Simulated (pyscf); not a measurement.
One four-centre exchange on the singlet surface with elements of a group swapped. ωB97M-D3(BJ)/def2-TZVP, kcal/mol, from the separated reactants. PySCF, gas phase, ωB97X-D3(BJ)/def2-SVP geometries.

| step | barrier | reaction energy | imaginary mode (i cm⁻¹) |
|---|---|---|---|
| H₂N–InH₂ + HCl → H₂N–InH–Cl + H₂ | [?] | [?] | 1071 |
| H₂N–InH₂ + HF → H₂N–InH–F + H₂ | 7.9 | -12.3 | 1008 |

Q: What belongs in the gaps?

A: 
- H₂N–InH₂ + HCl → H₂N–InH–Cl + H₂, barrier: 8.8
- H₂N–InH₂ + HCl → H₂N–InH–Cl + H₂, reaction energy: -24.3

Row 1: On the reactant side the descent ends in a complex, 5.1 kcal/mol under the separated species and 10.2 kcal/mol under the saddle at ωB97X-D3(BJ)/def2-TZVP. Row 2: On the reactant side the descent ends in a complex, 5.3 kcal/mol under the separated species and 11.5 kcal/mol under the saddle at ωB97X-D3(BJ)/def2-TZVP. Each row is the saddle that its search found. Elements past Kr carry the def2 core potentials, without spin-orbit coupling.
